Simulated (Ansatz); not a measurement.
Geometry optimisation, Ansatz, UKS PBE0/6-31G*.

The input (input.yaml):

```yaml
crystal:
  periodic: [false, false, false]
  atoms:
    - { symbol: B, position_ang: [-0.012151, -0.007895, -0.04119] }
    - { symbol: Cl, position_ang: [-0.460909, 0.200473, 1.702708] }
    - { symbol: H, position_ang: [1.146595, -0.013459, -0.312438] }
    - { symbol: H, position_ang: [-0.906493, -0.117956, -0.818059] }
    - { symbol: "N", position_ang: [-0.299097, 0.190235, 4.630154] }
    - { symbol: H, position_ang: [-0.124015, -0.826115, 4.660622] }
    - { symbol: H, position_ang: [0.656071, 0.574718, 4.578202] }
magnetization:
  spin_polarized: true
  initial_magnetization: 1
basis:
  gaussian: { orbitals: "6-31G*" }
hamiltonian:
  xc: pbe0
relax:
  f_tol: 0.03
  max_steps: 50
```

Run as:

```bash
$ ansatz run input.yaml --threads 1 --pin off --max-ram 2048MiB --backend cpu --events-out ev --progress --plain --runs-dir out
```

**Question.** Where does it end, and by what steps?

**Answer.** It converged. The force dipped under the threshold on the way, but the program's further checks kept it going. After 16 steps the energy has fallen by 0.075 eV; Cl2 moved furthest, 0.27 Å.

| step | energy less start (eV) | largest force component (eV/Å) | accepted |
| --- | --- | --- | --- |
| 0 | 0.0000 | 1.520 | yes |
| 1 | -0.0427 | 0.834 | yes |
| 2 | -0.0376 | 0.817 | no |
| 3 | -0.0724 | 0.090 | yes |
| 4 | -0.0732 | 0.059 | yes |
| 5 | -0.0741 | 0.007 | yes |
| 6 | -0.0742 | 0.076 | yes |
| 7 | -0.0744 | 0.073 | yes |
| 8 | -0.0748 | 0.002 | yes |
| 9 | -0.0747 | 0.084 | no |
| 10 | -0.0747 | 0.056 | no |
| 11 | -0.0748 | 0.010 | yes |
| 12 | -0.0746 | 0.144 | no |
| 13 | -0.0751 | 0.038 | yes |
| 14 | -0.0751 | 0.073 | yes |
| 15 | -0.0751 | 0.055 | yes |
| 16 | -0.0753 | 0.001 | yes |

```xyz
7
Properties=species:S:1:pos:R:3
B -0.037 -0.004 -0.056
Cl -0.676 0.220 1.547
H 1.143 -0.121 -0.181
H -0.806 -0.031 -0.967
N -0.240 0.155 4.834
H -0.008 -0.841 4.705
H 0.623 0.622 4.519
```

Whether the end is a true minimum wasn't checked by a vibrational analysis.

The run took 40 s on 1 thread of Arm Neoverse V2 (shared host), peak memory 0.14 GiB.
